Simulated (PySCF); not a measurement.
**Static response to an electric field**

Species: C4H7OP.
Geometry (GFN2-xTB, Å), atoms numbered from 1 in this order:
```xyz
13
C4H7OP angstrom
C     -2.2708   -0.5230   -0.3611
C     -1.1468   -0.5681    0.3363
P     -0.3402    0.8801    1.0750
C      1.1423    0.9645   -0.0483
C      1.9669   -0.2868   -0.1371
O      1.4144    2.0001   -0.5953
H     -2.7666    0.4085   -0.5827
H     -2.7435   -1.4160   -0.7371
H     -0.6796   -1.5161    0.5744
H     -1.0494    1.8544    0.3739
H      2.0258   -0.7648    0.8397
H      2.9627   -0.0576   -0.5105
H      1.4806   -0.9746   -0.8288
```

Level: wB97X-D/def2-SVPD (PySCF), static field, nuclei fixed, core orbitals frozen in the response. The polarisability tensor in these axes (au):

```
x   93.76  7.56  0.92
y    7.56 75.26  1.08
z    0.92  1.08 66.43
```

What are the eigenvalues, a third of the trace, and Δα (Δα² = ½Σ(αi − αj)² over the three pairs)?

Principal values 66.30, 72.64 and 96.51 au; mean 78.48 au = 11.63 Å³ = 12.94 × 10⁻⁴⁰ C²·m²/J; Δα = 27.59 au (35 % of the mean).

What is the dipole moment, and where does it point?

(-0.76, -2.86, 0.09) D, 2.96 D in size, pointing from the negative to the positive side. Measured along this direction, the outermost atoms are O6 at the negative end and H8 at the positive end.

Estimate the molar refractivity from the static electronic polarisability.

Lorentz–Lorenz: R = (4π/3)N_A α = 2.5225 cm³/(mol·Å³) × 11.63 Å³ = 29.3 cm³/mol, in the limit of long wavelengths.

What would n − 1 = 2πNα be for an ideal gas of these molecules at 400 K and 1 atm, electronic part alone?

N = p/kT = 1.8347 × 10¹⁹ cm⁻³, so n − 1 = 2π × N × 11.63 × 10⁻²⁴ cm³ = 1341 × 10⁻⁶ at long wavelengths.

What depolarisation ratio follows for Rayleigh scattering of linearly polarised light, taking the static tensor?

ρ = 3Δα²/(45ᾱ² + 4Δα²) = 2283.7/(277182 + 3044.9) = 0.00815.

In TDDFT the mean static polarisability is Σ f/ω² over all singlet excitations (ω in hartree). How much of it do the 8 lowest give? Their energies (eV) and oscillator strengths: 3.96, 0.0058; 5.66, 0.1554; 6.03, 0.1014; 6.31, 0.0509; 6.62, 0.0139; 6.81, 0.0154; 6.91, 0.0279; 7.43, 0.1023.

They add up to 9.16 au, 11.7 % of the 78.48 au; the largest single term is 3.59 au, from the state at 5.66 eV. Terms in order: 0.27, 3.59, 2.06, 0.95, 0.23, 0.24, 0.43, 1.37 au. Higher excitations give the rest. The strengths listed sum to 0.473.

Give the eigenvalues of the traceless quadrupole moment Θ = ½Σq(3rr − r²1), origin at the centre of nuclear charge.

-9.95, 0.49, 9.46 D·Å. The values depend on the origin, since the dipole doesn't vanish. The electronic extent ⟨r²⟩ about the same centre is 794 bohr², a root-mean-square distance of 2.03 Å for the 54 electrons.

The structure is a single GFN2-xTB conformer in the gas phase; no vibrational or solvent corrections.

The run behind these numbers computed excited states as well. The run took 26 s of wall time on one thread of an Arm Neoverse V1, shared host.
